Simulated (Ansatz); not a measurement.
Total energies of Al(CO)H3 (CH3AlO) from Ansatz at r2SCAN-D4/def2-TZVP, gas phase (1 Eh = 27.2114 eV = 2625.5 kJ/mol). The reference geometry is relaxed at PBE0-D4/def2-TZVP.

```xyz
6

Al    0.6141   -0.3648   -0.4268
C    -0.9705    0.5795    0.6762
O    -1.7980    1.0681    1.2497
H     0.6513   -1.6764    0.4781
H     1.6815    0.7900   -0.1677
H    -0.1783   -0.3964   -1.8095
```

```csv
state,geometry,energy (Eh)
charge 0 singlet,reference,-357.49114
charge 1 doublet,reference,-357.10401
free Al atom (doublet),–,-242.33055
free C atom (triplet),–,-37.83292
free O atom (triplet),–,-75.05861
free H atom (doublet),–,-0.49993
```

**Question.** Work out the vertical ionisation energy to the doublet.

**Answer.** E(charge 1 doublet) − E(charge 0 singlet) = -357.10401 − (-357.49114) = 0.38713 Eh = 10.53 eV. For comparison, −ε of the highest occupied level is 7.41 eV at this level, 3.12 eV less.

**Question.** What is the binding energy per atom against free atoms?

**Answer.** Atoms: 1 × (-242.33055) + 1 × (-37.83292) + 1 × (-75.05861) + 3 × (-0.49993) = -356.72187 Eh. Binding: -356.72187 − (-357.49114) = 0.76927 Eh = 20.93 eV, or 3.49 eV for each of 6 atoms (no zero-point energy, no counterpoise term).

At r2SCAN-D4/def2-TZVP the gap within one spin of the charge 1 doublet nearly closes, so an electron or hole may be smeared out by delocalisation error.
